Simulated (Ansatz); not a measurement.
in.yaml

```yaml
crystal:
  periodic: [false, false, false]
  atoms:
    - {symbol: Ga, position_ang: [0.000000, 0.000000, 0.000000]}
    - {symbol: As, position_ang: [0.000000, 0.000000, 3.004000]}
basis:
  gaussian: {orbitals: cc-pVDZ}
total_charge: 1
magnetization: {spin_polarized: false, initial_magnetization: 3}
correlation: {method: mp2, electrons: outside_noble_gas}
output: {forces: true}
```

```sh
$ ansatz run in.yaml --threads 1 --pin off --events-out ev --progress --plain --max-ram 2393MiB
```

Problem. Roughly how long does this take on 1 thread of Arm Neoverse V1, shared host, and how much host memory?

Solution. 2.9 s wall and 0.17 GiB.

```
650 factors; integrals over basis functions are off by at most 8.5e-4 eV
mean field evaluation 1: about -113121.2790 eV, gradient 8.0e0 eV
mean field evaluation 2: about -113121.2807 eV, gradient 8.0e0 eV
mean field evaluation 4: about -113122.0394 eV, gradient 1.1e0 eV
mean field evaluation 8: about -113122.0647 eV, gradient 1.8e-3 eV
mean field -113122.06474078 eV, -4157.1592023343 hartree, gradient 2.4e-6 eV, S^2 3.750000; 0 other end points of the search recorded, 0 dependent functions left out
mean field evaluation 16: about -113122.1077 eV, gradient 9.7e-1 eV
28 core orbitals not correlated: weight in the atoms' cores, before any rotation towards them, 1.000 or more for the frozen orbitals, at most 0.000 for the correlated occupied ones
reference -113122.06474078 eV, -4157.1592023343 hartree; 5, 2 occupied and 21, 24 virtual orbitals, 650 factors
second order -2.30497881 eV of doubles, -0.01409272 eV of singles
the calculation of the forces begins
Total energy: -113124.38381231 eV, -4157.2444266410 hartree
Atom 0 at     0.000000     0.000000     0.000000 Å, force    -0.000000    -0.000000     0.000449 eV/Å
Atom 1 at     0.000000     0.000000     3.004000 Å, force    -0.000000     0.000000    -0.000449 eV/Å
Dipole moment:     0.000000     0.000000    -0.842843 e Å
```

Forces (eV/Å):
```
Ga  0.000 0.000 0.000
As  0.000 0.000 0.000
```
